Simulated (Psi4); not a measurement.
# HF/def2-TZVPP run of BNH4 (SMILES BN)

What is the vertical ionisation energy of BNH4 at HF/def2-TZVPP? 

The calculation is run with Psi4 1.11.

2 further runs of the same task are left out: 2 set aside as unsound or not needed.

### 1 The system as given

BNH4: 6 atoms, total charge 0, spin state singlet. As SMILES, `BN`. Geometry: relaxed at PBE0-D4/def2-TZVP.

Bond lengths: B1–N2 1.385 Å, B1–H3 1.197 Å, B1–H4 1.197 Å, N2–H5 1.006 Å, N2–H6 1.006 Å. Angles: B1–N2–H5 123.2°, B1–N2–H6 123.2°, N2–B1–H3 119.0°, N2–B1–H4 119.0°, H5–N2–H6 113.5°, H3–B1–H4 122.0°.

### 2 Energy and gradient at HF/def2-TZVPP

File job.dat:

```
memory 1.6 GB

molecule m {
  0 1
  B     -0.128200    -0.679600    -0.025600
  N      0.146100     0.677400     0.010800
  H      0.225800    -1.368000     0.887500
  H     -0.712000    -1.128700    -0.969200
  H     -0.121600     1.313700    -0.720800
  H      0.632000     1.121400     0.771300
  units angstrom
  symmetry c1
  no_reorient
  no_com
}

set globals {
  basis         def2-TZVPP
  puream        true
  e_convergence 1e-09
  d_convergence 1e-08
  scf_type      pk
}

e, wfn = gradient('hf', return_wfn=True)
oeprop(wfn, 'MAYER_INDICES', 'QUADRUPOLE', 'WIBERG_LOWDIN_INDICES')
print_variables()
```

Command:

```bash
psi4 -i job.dat -o job.out -n 1
```

job.out:

```text
[...]
  Running in c1 symmetry.
[...]
  Nuclear repulsion =   32.316093047941223
[...]
  Multiplicity = 1
[...]
  Nalpha       = 8
  Nbeta        = 8
[...]
    Number of basis functions: 118
[...]
   @RHF iter   1:   -81.44506512531439   -7.42204e-01   3.61420e-03 DIIS/ADIIS
[...]
   @RHF iter  10:   -81.52967176711796   -8.28493e-12   3.04725e-09 DIIS
[...]
    Orbital Energies [Eh]
    ---------------------
    Doubly Occupied:
       1A    -15.554914     2A     -7.582010     3A     -1.161186
       4A     -0.717119     5A     -0.684671     6A     -0.553638
       7A     -0.462547     8A     -0.440171
[...]
  @RHF Final Energy:   -81.52967176711796
   => Energetics <=
    Nuclear Repulsion Energy =             32.3160930479412229
    One-Electron Energy =                -173.3790177560741199
    Two-Electron Energy =                  59.5332529410149363
    Total Energy =                        -81.5296717671179607
[...]
  -Total Gradient:
     Atom            X                  Y                   Z
    ------   -----------------  -----------------  -----------------
       1        0.000291909759     0.001536939193     0.000027280105
       2       -0.003131536536    -0.015712680370    -0.000352109080
       3        0.001200606428    -0.000663405232     0.002495643311
       4       -0.001326733075    -0.000017481220    -0.002506214880
       5       -0.003705532214     0.008772278184    -0.010113655381
       6        0.006671285638     0.006084349444     0.010449055925
[...]
 Multipole Moments:
 ------------------------------------------------------------------------------------
     Multipole            Electronic (a.u.)      Nuclear  (a.u.)        Total (a.u.)
 ------------------------------------------------------------------------------------
 L = 1.  Multiply by 2.5417464519 to convert [e a0] to [Debye]
 Dipole X            :         -0.6326135            0.7670398            0.1344264
 Dipole Y            :         -1.7573753            2.4230068            0.6656315
 Dipole Z            :          0.1758068           -0.1579811            0.0178257
 Magnitude           :                                                    0.6793037
 L = 2.  Multiply by 1.3450342976 to convert [e a0^2] to [Debye ang]
 Quadrupole XX       :        -15.0424068            4.2986081          -10.7437987
 Quadrupole XY       :         -7.5426833            7.7567794            0.2140961
[...]
```

Wall time 18 s (1 thread of Intel Xeon Platinum 8259CL at 2.50GHz (Skylake/Cascade Lake), shared host); peak memory 0.56 GiB.

### 3 The doublet cation: a single-point energy at UHF/def2-TZVPP

File calc.py:

```python
import psi4

psi4.set_memory(1600000000)
psi4.set_num_threads(1)
psi4.core.set_output_file('output.dat', False)

mol = psi4.geometry("""
1 2
B     -0.128200    -0.679600    -0.025600
N      0.146100     0.677400     0.010800
H      0.225800    -1.368000     0.887500
H     -0.712000    -1.128700    -0.969200
H     -0.121600     1.313700    -0.720800
H      0.632000     1.121400     0.771300
symmetry c1
""")

psi4.set_options({
    'reference': 'uhf',
    'puream': True,
    'e_convergence': 1e-09,
    'd_convergence': 1e-08,
    'scf_type': 'pk',
    'maxiter': 200,
})

e_tot = psi4.energy('hf/def2-TZVPP', molecule=mol)
print('E =', round(e_tot, 9))
```

Command:

```bash
python calc.py
```

output.dat:

```text
[...]
  Running in c1 symmetry.
[...]
  Nuclear repulsion =   32.316093047941223
[...]
  Multiplicity = 2
[...]
  Nalpha       = 8
  Nbeta        = 7
[...]
    Number of basis functions: 118
[...]
   @UHF iter   1:   -81.02111764189158   -3.18257e-01   3.36205e-03 ADIIS/DIIS
[...]
   @UHF iter  14:   -81.11150422743384   -1.67688e-11   7.87527e-09 DIIS
[...]
   @S^2 Observed:                7.813068462E-01
[...]
    Orbital Energies [Eh]
    ---------------------
    Alpha Occupied:
       1A    -15.822646     2A     -7.937058     3A     -1.429685
       4A     -1.059167     5A     -0.975319     6A     -0.893215
       7A     -0.863844     8A     -0.697623
    Alpha Virtual:
       9A     -0.133458    10A     -0.071899    11A     -0.042639
      12A     -0.037821    13A      0.006010    14A      0.030458
      15A      0.044405    16A      0.050649    17A      0.058917
      18A      0.214987    19A      0.228078    20A      0.245079
      21A      0.308010    22A      0.319886    23A      0.326826
      24A      0.384412    25A      0.400628    26A      0.422263
[...]
  @UHF Final Energy:   -81.11150422743384
   => Energetics <=
    Nuclear Repulsion Energy =             32.3160930479412229
    One-Electron Energy =                -168.5776341383086390
    Two-Electron Energy =                  55.1500368629335753
    Total Energy =                        -81.1115042274338407
  UHF NO Occupations:
  HONO-2 :    6  A 1.9997549
  HONO-1 :    7  A 1.9847741
[...]
 Multipole Moments:
 ------------------------------------------------------------------------------------
     Multipole            Electronic (a.u.)      Nuclear  (a.u.)        Total (a.u.)
 ------------------------------------------------------------------------------------
 L = 1.  Multiply by 2.5417464519 to convert [e a0] to [Debye]
 Dipole X            :         -0.2203329            0.0811556           -0.1391773
 Dipole Y            :         -1.0904310            0.4016450           -0.6887860
 Dipole Z            :         -0.0290004            0.0107185           -0.0182820
 Magnitude           :                                                    0.7029443
[...]
```

The script printed:

```text
E = -81.111504227
```

Run time: 9 s. Hardware: 1 thread of Intel Xeon Platinum 8259CL at 2.50GHz (Skylake/Cascade Lake), shared host; peak memory 0.56 GiB.

### 4 Results

At HF/def2-TZVPP:

```
                                          quantity         value
                        singlet BNH4: total energy  -81.52967 Eh
                       singlet BNH4: dipole moment        1.73 D
                         singlet BNH4: HOMO energy     -11.98 eV
                         singlet BNH4: LUMO energy       3.29 eV
                       singlet BNH4: HOMO–LUMO gap      15.27 eV
            singlet BNH4: largest force on an atom    0.824 eV/Å
                      doublet cation: total energy  -81.11150 Eh
doublet cation: HOMO energy (highest over α and β)     -18.98 eV
 doublet cation: LUMO energy (lowest over α and β)     -10.21 eV
                              doublet cation: ⟨S²⟩         0.781
vertical ionisation energy (to the doublet cation)     11.379 eV
```

In words: The vertical ionisation energy comes to 11.38 eV (262 kcal/mol). The largest force (singlet BNH4) is 0.82 eV/Å: the shape isn't a stationary point for this species at this level. −ε(HOMO) before ionisation, 11.98 eV, is 0.60 eV above this ionisation energy.
